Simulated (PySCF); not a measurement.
## CF3NH2 in a uniform electric field

CF3NH2.
SMILES with atom numbers: `[NH2:1][C:2]([F:3])([F:4])[F:5]` (hydrogens: H6, H7 on N1)

Structure used (GFN2-xTB), in Å, numbered top down from 1:
```
atom  x, y, z in Å
N1     0.8615   -0.1426   -0.2462
C2    -0.4800    0.1196   -0.0432
F3    -1.2516   -0.6715   -0.7917
F4    -0.7807    1.3862   -0.3377
F5    -0.9220   -0.0625    1.2406
H6     1.1048   -1.1117   -0.1026
H7     1.4714    0.4874    0.2538
```

Level: B3LYP/def2-SVPD (PySCF); nuclei fixed, core orbitals frozen in the response. Permanent dipole (2.548, -0.720, 0.605) D (1 au = 2.5417 D). Static polarisability (au):

```
x   27.80 -0.35 -0.23
y   -0.35 26.10  0.20
z   -0.23  0.20 25.39
```

Only the terms in μ and α are kept: μ(F) = μ + αF and ΔE = −μ·F − ½ F·αF.

Apply 0.003 au along ±x, ±y and ±z in turn. Tabulate induced and total dipoles and both energy terms.

```
field along  induced x (D)  induced y (D)  induced z (D)  total size (D)  −μ·F (kJ/mol)  −½F·αF (kJ/mol)
         +x          0.212         -0.003         -0.002           2.916         -7.896           -0.328
         −x         -0.212          0.003          0.002           2.518         +7.896           -0.328
         +y         -0.003          0.199          0.002           2.668         +2.231           -0.308
         −y          0.003         -0.199         -0.002           2.778         -2.231           -0.308
         +z         -0.002          0.002          0.194           2.764         -1.875           -0.300
         −z          0.002         -0.002         -0.194           2.682         +1.875           -0.300
```

For the field (-0.0006, 0.0003, 0.0027) au, what is the induced dipole, and what angle does it make with the field?

αF = (-0.044, 0.022, 0.175) D, at 1.8° to the field. The polarisability along this direction, F·αF/F², is 25.66 au, against a mean of 26.43 au.

At what field along the permanent dipole would the induced dipole along it equal the permanent one, in this linear picture?

The polarisability along the dipole is 27.62 au, so F = 1.0686 au / 27.62 au = 0.0387 au = 1.99 V/Å; higher-order terms are ignored.

What field makes μF equal to kT at 100 K?

kT = 0.3167 × 10⁻³ Eh, so F = 0.000296 au = 1.52 MV/cm.

Induction energy −ᾱe²/2R⁴ of a unit charge at 8 Å, the molecule taken as a point?

R = 15.12 bohr, so the energy is −26.4/(2 × 15.12⁴) Eh = -0.664 kJ/mol. The charge–dipole term at its most favourable orientation, −μe/R², is -12.3 kJ/mol.

Isolated species at its GFN2-xTB geometry, gas phase.

The run behind these numbers computed excited states as well. The run took 6.6 s on one thread, Arm Neoverse V2, no GPU (shared host).
